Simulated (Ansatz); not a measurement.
## Property card for BaB$_{2}$Ir$_{2}$

All numbers below come from DFT r2SCAN, scalar-relativistic, plane waves, PAW in Ansatz 0.2.0.

Plane waves to 500 eV, a k mesh through Γ of 12×12×12 on the computed 5-atom cell and Gaussian smearing (0.10 eV); no spin polarisation.

The structure is relaxed at this level of theory with its symmetry kept. Whether it is the stable form of this composition wasn't checked.

Symmetry: I4/mmm, No. 139, tetragonal system. The conventional cell has a = 3.936 Å, b = 3.936 Å, c = 11.464 Å, α = 90.00°, β = 90.00°, γ = 90.00°. Around Ba (site symmetry 4/mmm) lie 8 Ir at 3.48 Å and 10 B at 3.48 to 3.64 Å and 4 Ba at 3.94 Å. B (site symmetry 4mm) has 4 Ir at 2.11 Å as nearest neighbours. Around Ir (site symmetry -4m2) lie 4 B at 2.11 Å.

- Volume per atom: 17.76 Å³
- Formation energy from the elements' standard states (uncorrected): -0.602 eV/atom
- Generalised Kohn–Sham band gap: none (metal)
- Density of states at the Fermi level: 1.20 states/eV per cell
- Löwdin character within 0.5 eV of the Fermi level: B 2p 36 %, Ir 5d 33 %, unprojected 19 %
- Bader charges (e): Ba (1 in the cell) 1.30, B (2 in the cell) -0.06, Ir (2 in the cell) -0.59

Spin-orbit coupling is left out, which matters for the bands of heavy elements.

Cost: 1 run of about 3.7 core-minutes, on Arm Neoverse V2 (shared hosts).